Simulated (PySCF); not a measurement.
Working with the constants of AlO

ωB97M-V constants of AlO, ²Σ⁺ (doublet), unpaired electrons σ ↑ (Al def2-TZVPPD, O def2-TZVPPD; no relativity (PySCF 2.14); masses 26.9815 and 15.9949 u):

* ωe: 937.5 cm⁻¹
* ωexe: 9.08 cm⁻¹
* Be: 0.6364 cm⁻¹
* αe: 0.00691 cm⁻¹
* D (centrifugal): 1.17e-06 cm⁻¹
* De to Al + O: 5.20 eV

Task: Give the vibrational terms G(v) and spacings up to v = 6.

Result: G(v) = ωe(v+½) − ωexe(v+½)².

| v | G(v) (cm⁻¹) | G(v) − G(v−1) | Bv (cm⁻¹) |
| --- | --- | --- | --- |
| 0 | 466 |  | 0.6329 |
| 1 | 1386 | 919 | 0.6260 |
| 2 | 2287 | 901 | 0.6191 |
| 3 | 3170 | 883 | 0.6122 |
| 4 | 4035 | 865 | 0.6053 |
| 5 | 4882 | 847 | 0.5984 |
| 6 | 5710 | 829 | 0.5915 |

Task: How well does the Morse estimate ωe²/(4ωexe) reproduce De, and what is D0?

Result: It gives 3.00 eV, 58 % of the computed De. D0 = De − G(0) = 5.20 − 0.06 = 5.14 eV.

The state is the lowest determinant that a PBE0 search found; another state may lie lower at other levels.
